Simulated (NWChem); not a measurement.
The numbers come from NWChem runs, not from measurements. System: Li2, charge 0, spin multiplicity 1, displaced from the optimised geometry. The structure started from a generated list of species. Level: PBE0/def2-SVP.

The NWChem input:

```
start mol
memory heap 200 mb stack 900 mb global 1100 mb
geometry units angstroms nocenter noautoz
  Li     0.000000     0.000000     1.403723
  Li     0.000000     0.000000    -1.403723
  symmetry group D2h
end
basis spherical
  * library def2-svp
end
dft
  xc pbe0
  semidirect memsize 60000000 filesize 0
  iterations 100
  convergence damp 70 ncydp 30
end
task dft gradient
```

NWChem printed:

```
             Northwest Computational Chemistry Package (NWChem) 7.3.0
             --------------------------------------------------------

                                NWChem Input Module
                                -------------------

 Scaling coordinates for geometry "geometry" by  1.889725989
 (inverse scale =  0.529177249)

 Turning off AUTOSYM since
 SYMMETRY directive was detected!

                             Geometry "geometry" -> ""
                             -------------------------

 Output coordinates in angstroms (scale by  1.889725989 to convert to a.u.)

  No.       Tag          Charge          X              Y              Z
 ---- ---------------- ---------- -------------- -------------- --------------
    1 Li                   3.0000     0.00000000     0.00000000     1.40372300
    2 Li                   3.0000     0.00000000     0.00000000    -1.40372300

 Effective nuclear repulsion energy (a.u.)       1.6964156180

            Nuclear Dipole moment (a.u.)
            ----------------------------
        X                 Y               Z
 ---------------- ---------------- ----------------
     0.0000000000     0.0000000000     0.0000000000

      Symmetry information
      --------------------

 Group name             D2h
 Group number             26
 Group order               8
 No. of unique centers     1

      Symmetry unique atoms

     1


 Summary of "ao basis" -> "" (spherical)
 ------------------------------------------------------------------------------
       Tag                 Description            Shells   Functions and Types
 ---------------- ------------------------------  ------  ---------------------
 *                          def2-svp                  on all atoms

                                 NWChem DFT Module
                                 -----------------

 Summary of "ao basis" -> "ao basis" (spherical)
 ------------------------------------------------------------------------------
       Tag                 Description            Shells   Functions and Types
 ---------------- ------------------------------  ------  ---------------------
 Li                         def2-svp                 5        9   3s2p

 Summary of "ao basis" -> "ao basis" (spherical)
 ------------------------------------------------------------------------------
       Tag                 Description            Shells   Functions and Types
 ---------------- ------------------------------  ------  ---------------------
 Li                         def2-svp                 5        9   3s2p

      Symmetry analysis of basis
      --------------------------

        ag          5
        au          0
        b1g         0
        b1u         5
        b2g         2
        b2u         2
        b3g         2
        b3u         2

            General Information
            -------------------
          SCF calculation type: DFT
          Wavefunction type:  closed shell.
          No. of atoms     :     2
          No. of electrons :     6
           Alpha electrons :     3
            Beta electrons :     3
          Charge           :     0
          Spin multiplicity:     1
          Use of symmetry is: on ; symmetry adaption is: on
          Maximum number of iterations: 100
          AO basis - number of functions:    18
                     number of shells:    10
          Convergence on energy requested:  1.00D-06
          Convergence on density requested:  1.00D-05
          Convergence on gradient requested:  5.00D-04
[...]
     6     -0.033065  1 Li pz                15      0.033065  2 Li pz

 Vector    4  Occ=0.000000D+00  E=-4.917720D-02  Symmetry=b1u
              MO Center= -2.1D-49,  1.7D-56, -2.3D-16, r^2= 1.2D+01
   Bfn.  Coefficient  Atom+Function         Bfn.  Coefficient  Atom+Function
  ----- ------------  ---------------      ----- ------------  ---------------
     3      0.749118  1 Li s                 12     -0.749118  2 Li s
     2      0.351896  1 Li s                 11     -0.351896  2 Li s
     9      0.163117  1 Li pz                18      0.163117  2 Li pz
     1     -0.132000  1 Li s                 10      0.132000  2 Li s
     6      0.040168  1 Li pz                15      0.040168  2 Li pz

 Vector    5  Occ=0.000000D+00  E=-5.670500D-03  Symmetry=b2u
              MO Center= -5.6D-86, -9.4D-30, -1.2D-17, r^2= 5.5D+00
   Bfn.  Coefficient  Atom+Function         Bfn.  Coefficient  Atom+Function
  ----- ------------  ---------------      ----- ------------  ---------------
     8      0.574238  1 Li py                17      0.574238  2 Li py
     5      0.079844  1 Li py                14      0.079844  2 Li py

 Vector    6  Occ=0.000000D+00  E=-5.670500D-03  Symmetry=b3u
              MO Center=  1.6D-29, -5.1D-95,  4.4D-17, r^2= 5.5D+00
   Bfn.  Coefficient  Atom+Function         Bfn.  Coefficient  Atom+Function
  ----- ------------  ---------------      ----- ------------  ---------------
     7      0.574238  1 Li px                16      0.574238  2 Li px
     4      0.079844  1 Li px                13      0.079844  2 Li px

 center of mass
 --------------
 x =   0.00000000 y =   0.00000000 z =   0.00000000

 moments of inertia (a.u.)
 ------------------
          98.737034500142           0.000000000000           0.000000000000
           0.000000000000          98.737034500142           0.000000000000
           0.000000000000           0.000000000000           0.000000000000

     Multipole analysis of the density
     ---------------------------------

     L   x y z        total         alpha         beta         nuclear
     -   - - -        -----         -----         ----         -------
     0   0 0 0     -0.000000     -3.000000     -3.000000      6.000000

     1   1 0 0      0.000000      0.000000      0.000000      0.000000
     1   0 1 0      0.000000      0.000000      0.000000      0.000000
     1   0 0 1     -0.000000     -0.000000     -0.000000      0.000000

     2   2 0 0    -12.093872     -6.046936     -6.046936      0.000000
     2   1 1 0      0.000000      0.000000      0.000000      0.000000
     2   1 0 1      0.000000      0.000000      0.000000      0.000000
     2   0 2 0    -12.093872     -6.046936     -6.046936      0.000000
     2   0 1 1      0.000000      0.000000      0.000000      0.000000
     2   0 0 2     -1.781882    -22.000626    -22.000626     42.219371

            General Information
            -------------------
          SCF calculation type: DFT
          Wavefunction type:  closed shell.
          No. of atoms     :     2
          No. of electrons :     6
           Alpha electrons :     3
            Beta electrons :     3
          Charge           :     0
          Spin multiplicity:     1
          Use of symmetry is: on ; symmetry adaption is: on
          Maximum number of iterations: 100
          AO basis - number of functions:    18
                     number of shells:    10
          Convergence on energy requested:  1.00D-06
          Convergence on density requested:  1.00D-05
          Convergence on gradient requested:  5.00D-04

              XC Information
              --------------
                         PBE0 Method XC Functional
                     Hartree-Fock (Exact) Exchange  0.250
          PerdewBurkeErnzerhof Exchange Functional  0.750
            Perdew 1991 LDA Correlation Functional  1.000 local
           PerdewBurkeErnz. Correlation Functional  1.000 non-local

             Grid Information
             ----------------
          Grid used for XC integration:  medium
          Radial quadrature: Mura-Knowles
          Angular quadrature: Lebedev.
          Tag              B.-S. Rad. Rad. Pts. Rad. Cut. Ang. Pts.
          ---              ---------- --------- --------- ---------
          Li                  1.45       49          15.0       434
          Grid pruning is: on
          Number of quadrature shells:    49
          Spatial weights used:  Erf1

          Convergence Information
          -----------------------
          Convergence aids based upon iterative change in
          total energy or number of iterations.
          Levelshifting, if invoked, occurs when the
          HOMO/LUMO gap drops below (HL_TOL):  1.00D-02
          DIIS, if invoked, will attempt to extrapolate
          using up to (NFOCK): 10 stored Fock matrices.

                    Damping(70%)  Levelshifting(0.5)       DIIS
                  --------------- ------------------- ---------------
          dE  on:    start            ASAP                start
          dE off:   30 iters        100 iters           100 iters

      Screening Tolerance Information
      -------------------------------
          Density screening/tol_rho:  1.00D-10
          AO Gaussian exp screening on grid/accAOfunc:  14
          CD Gaussian exp screening on grid/accCDfunc:  20
          XC Gaussian exp screening on grid/accXCfunc:  20
          Schwarz screening/accCoul:  1.00D-08

                            NWChem DFT Gradient Module
                            --------------------------

  charge          =   0.00
  wavefunction    = closed shell

  Using symmetry

                         DFT ENERGY GRADIENTS

    atom               coordinates                        gradient
                 x          y          z           x          y          z
   1 Li      0.000000   0.000000   2.652652    0.000000   0.000000   0.000545
   2 Li      0.000000   0.000000  -2.652652    0.000000   0.000000  -0.000545

                 ----------------------------------------
                 |  Time  |  1-e(secs)   |  2-e(secs)   |
                 ----------------------------------------
                 |  CPU   |       0.00   |       0.00   |
                 ----------------------------------------
                 |  WALL  |       0.00   |       0.00   |
                 ----------------------------------------

 Task  times  cpu:        0.1s     wall:        0.1s

 Total times  cpu:        0.1s     wall:        0.1s
```
